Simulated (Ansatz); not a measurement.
**CH₂NSi+: an energy map over two coordinates**

How does the energy of CH2NSi, SMILES N#C[SiH2+], charge +1 change over two coordinates at once? A grid of runs gives the map.

Method: RKS CAM-B3LYP-D4/def2-TZVP; program: Ansatz 0.2.0.

### 1 Starting geometry

SMILES `N#C[SiH2+]`, 5 atoms, charge 1, spin multiplicity 1.

Atoms are counted from 1 here; the program's logs count them from 0.

Bond lengths: N1–C2 1.180 Å, C2–Si3 1.797 Å, Si3–H4 1.489 Å, Si3–H5 1.489 Å. Angles: N1–C2–Si3 180.0°, C2–Si3–H4 117.5°, C2–Si3–H5 117.6°, H4–Si3–H5 124.9°.

Geometry (Å):

```xyz
5
charge 1, multiplicity 1
N     0.9630   -1.3590    1.5835
C     0.4684   -0.6609    0.7703
Si   -0.2848    0.4019   -0.4681
H    -1.4496   -0.1379   -1.2224
H     0.3030    1.7559   -0.6634
```

This geometry comes from a loose relaxation at PBE in a small basis, which is not shown.

### 3 Setting up the map

First coordinate, umbrella angle at Si3 (between each of its bonds and their common axis; 90 is planar): 15 values from 66.0 to 114.0 °. Second coordinate, change of the bonds Si3–C2, Si3–H4, Si3–H5, all alike: 15 values from −0.172 to 0.266 Å.

Nothing else is relaxed (all other coordinates rigid). Energies count from the relaxed molecule at the same level. Points are written as (first, second).

(The set-up runs are not shown.)

### 4 Point (90.0°, 0.016 Å)

Contents of input.yaml:

```yaml
crystal:
  periodic: [false, false, false]
  atoms:
    - { symbol: "N", position_ang: [0.952987, -1.344715, 1.567037] }
    - { symbol: C, position_ang: [0.470877, -0.664416, 0.774301] }
    - { symbol: Si, position_ang: [-0.279414, 0.394272, -0.459464] }
    - { symbol: H, position_ang: [-1.436122, -0.134892, -1.211791] }
    - { symbol: H, position_ang: [0.298836, 1.739657, -0.65834] }
total_charge: 1
basis:
  gaussian: { orbitals: def2-TZVP }
hamiltonian:
  xc: { name: CAM-B3LYP }
  dispersion: d4
output:
  forces: true
```

The run is started by

```sh
> ansatz run input.yaml --threads 1 --pin off --max-ram 2560MiB --backend cpu --events-out ev --progress --plain --runs-dir out
```

Further runs follow: the other points that were computed.

**Question.** What will these runs give? Wanted: lowest point; highest computed point; largest force on an atom.

**Answer**, as computed:

```
                       quantity                                                                         value
                   lowest point                                                  (90.0°, 0.016 Å), 0.8 kJ/mol
         highest computed point                                (66.0°, −0.172 Å), 270 kJ/mol above the lowest
largest force on an atom (eV/Å)  0.4 at (90.0°, 0.016 Å) to 6.8 at (66.0°, −0.172 Å); 0.4 at the lowest point
        time for the whole task                                              3.9 min on 1 thread, shared host
```

The lowest computed point is at (90.0°, 0.016 Å), 0.8 kJ/mol from the relaxed molecule at the same level. The grid is coarse, so the lowest point of the scanned range may lie between grid points; coordinates that were held can hide deeper minima. The grid shows no other well, apart from its symmetry copies. The highest computed point, (66.0°, −0.172 Å), lies 270 kJ/mol above the lowest. Round the minimum the two coordinates are nearly uncoupled.
